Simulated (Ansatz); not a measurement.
# CH3BF+ (SMILES B[CH+]F): one structure at several levels

A test off equilibrium: a structure displaced at random from a GFN2-xTB minimum is computed at several levels, and each is set against CCSD(T).

Program: Ansatz 0.2.0, Gaussian basis. Level of theory: single points in def2-TZVPP. These are calculated values, not measurements.

Correlated methods freeze the cores.

### 1 The system as given

SMILES `B[CH+]F`, 6 atoms, charge 1, spin multiplicity 1.

Atoms are counted from 1 here; the program's logs count them from 0.

Bond lengths: B1–C2 1.508 Å, B1–H4 1.224 Å, B1–H5 1.160 Å, C2–F3 1.269 Å, C2–H6 1.105 Å. Angles: C2–B1–H4 114.8°, C2–B1–H5 131.3°, H4–B1–H5 113.2°, B1–C2–F3 129.7°, B1–C2–H6 113.4°, F3–C2–H6 116.7°.

Coordinates:

| atom | x (Å) | y (Å) | z (Å) |
| --- | --- | --- | --- |
| B1 | -0.5082 | 0.1081 | -0.5126 |
| C2 | 0.6240 | -0.1270 | 0.4550 |
| F3 | 1.6939 | -0.7918 | 0.3034 |
| H4 | -1.4949 | -0.5930 | -0.3290 |
| H5 | -0.6806 | 0.9411 | -1.3012 |
| H6 | 0.5269 | 0.4489 | 1.3925 |

### 2 CCSD(T)/def2-TZVPP

Contents of run/in.yaml:

```yaml
crystal:
  periodic: [false, false, false]
  atoms:
    - {symbol: B, position_ang: [-0.508200, 0.108100, -0.512600]}
    - {symbol: C, position_ang: [0.624000, -0.127000, 0.455000]}
    - {symbol: F, position_ang: [1.693900, -0.791800, 0.303400]}
    - {symbol: H, position_ang: [-1.494900, -0.593000, -0.329000]}
    - {symbol: H, position_ang: [-0.680600, 0.941100, -1.301200]}
    - {symbol: H, position_ang: [0.526900, 0.448900, 1.392500]}
basis:
  gaussian: {orbitals: def2-TZVPP}
total_charge: 1
correlation: {method: ccsd_t}
output: {forces: true}
```

The command line of these runs was not kept.

### 3 PBE0-D4/def2-TZVPP

run/in.yaml: that of step 2 with these lines changed.

```diff
@@ -12,3 +12,3 @@
 total_charge: 1
-correlation: {method: ccsd_t}
-output: {forces: true}
+hamiltonian: {xc: pbe0, dispersion: d4}
+output: {forces: true, orbitals: {seedname: orbitals}}
```

### 4 wB97M-V/def2-TZVPP

run/in.yaml: that of step 3 with these lines changed.

```diff
@@ -12,3 +12,3 @@
 total_charge: 1
-hamiltonian: {xc: pbe0, dispersion: d4}
-output: {forces: true, orbitals: {seedname: orbitals}}
+hamiltonian: {xc: {name: wB97M-V}}
+output: {forces: true}
```

### 5 r2SCAN-D4/def2-TZVPP

run/in.yaml: that of step 4 with these lines changed.

```diff
@@ -12,3 +12,3 @@
 total_charge: 1
-hamiltonian: {xc: {name: wB97M-V}}
+hamiltonian: {xc: r2scan, dispersion: d4}
 output: {forces: true}
```

### 6 PBE-D4/def2-TZVPP

run/in.yaml: that of step 5 with these lines changed.

```diff
@@ -12,3 +12,3 @@
 total_charge: 1
-hamiltonian: {xc: r2scan, dispersion: d4}
+hamiltonian: {xc: pbe, dispersion: d4}
 output: {forces: true}
```

### 7 r2SCAN0-D4/def2-TZVPP

run/in.yaml: that of step 6 with these lines changed.

```diff
@@ -12,3 +12,3 @@
 total_charge: 1
-hamiltonian: {xc: pbe, dispersion: d4}
+hamiltonian: {xc: {name: r2SCAN0}, dispersion: d4}
 output: {forces: true}
```

### 8 SPW92/def2-TZVPP

run/in.yaml: that of step 7 with these lines changed.

```diff
@@ -12,3 +12,3 @@
 total_charge: 1
-hamiltonian: {xc: {name: r2SCAN0}, dispersion: d4}
+hamiltonian: {xc: lda}
 output: {forces: true}
```

(Steps that only read results are left out.)

Q: Predict the outcome of this session. Wanted: energy less free atoms, CCSD(T)/def2-TZVPP; RMS force component; RMS force error; HOMO and LUMO, PBE0-D4; T1 diagnostic.

The runs gave:

| quantity | value |
| --- | --- |
| energy less free atoms, CCSD(T)/def2-TZVPP | -1152.8 kJ/mol |
| RMS force component | 0.533 to 0.753 eV/Å over the methods |
| RMS force error | PBE0-D4 0.279, wB97M-V 0.152, r2SCAN-D4 0.365, PBE-D4 0.521, r2SCAN0-D4 0.262, SPW92 0.674 eV/Å |
| HOMO and LUMO, PBE0-D4 | -17.07 and -10.56 eV |
| T1 diagnostic | 0.020 |

What this shows: Against CCSD(T) the functionals' energies less atoms differ by -394.2 to -38.1 kJ/mol, PBE-D4 by -137.5 kJ/mol. CCSD(T) in triple zeta still lacks some correlation energy of the bonds, so part of these gaps is its own basis error and they don't rank the functionals. The forces of wB97M-V come nearest to CCSD(T), those of SPW92 are farthest. Frozen-core CCSD(T) forces in triple zeta carry basis errors of their own, and this is one geometry, so small gaps rank nothing.
